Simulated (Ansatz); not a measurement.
CNS−, SMILES `N#C[S-]`, relaxed with RKS PBE0-D4/def2-TZVPD in Ansatz from a GFN2-xTB geometry. The force threshold is 0.005 eV/Å; the program also tests the step.

Total charge -1; spin multiplicity 1.

Start:

```xyz
3

N    -0.243    0.698    1.088
C    -0.028    0.081    0.126
S     0.272   -0.779   -1.214
```

```
step  energy (eV)  largest force (eV/Å)  largest move (Å)
   1  -13358.4191                 0.936             0.000
   2  -13358.4363                 0.507             0.013
   3  -13358.4419                 0.118             0.011
   4  -13358.4420                 0.005             0.001
   5  -13358.4420                 0.000             0.000
```

End:

```xyz
3

N    -0.246    0.707    1.101
C    -0.030    0.085    0.133
S     0.276   -0.792   -1.235
```

Run time 6.5 s (2 threads of an AMD EPYC 7R13 on a shared host); peak host memory 0.21 GiB.
